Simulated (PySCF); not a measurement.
Series: Y=E=Y. Isolated molecules, 0 K electronic values unless said otherwise. Strings in code marks are SMILES.

Level of theory: PySCF with B3LYP-D3(BJ)/def2-TZVP. All candidates: neutral, multiplicity 1. B3LYP has the VWN-RPA correlation part, as in Gaussian. Excitations are Tamm–Dancoff values on a coarser integration grid. The basis has no diffuse functions, so Rydberg states are missing or too high.

```
Property                                            Result
------------------------------------------------  --------
T1 excitation (TDA)                                3.11 eV
hole reorganisation energy (four-point)           0.423 eV
adiabatic ionisation energy (no zero-point term)  12.24 eV
```

**Question.** Which member has these values?
A) `O=[Se]=O`
B) `N=C=S`
C) `S=[Si]=S`
D) `O=S=O`

**Answer.** D, `O=S=O`. The others give `S=[Si]=S`: 3.71 eV, 0.046 eV, 10.10 eV; `N=C=S`: 4.14 eV, 0.274 eV, 9.90 eV; `O=[Se]=O`: 2.29 eV, 0.159 eV, 11.71 eV
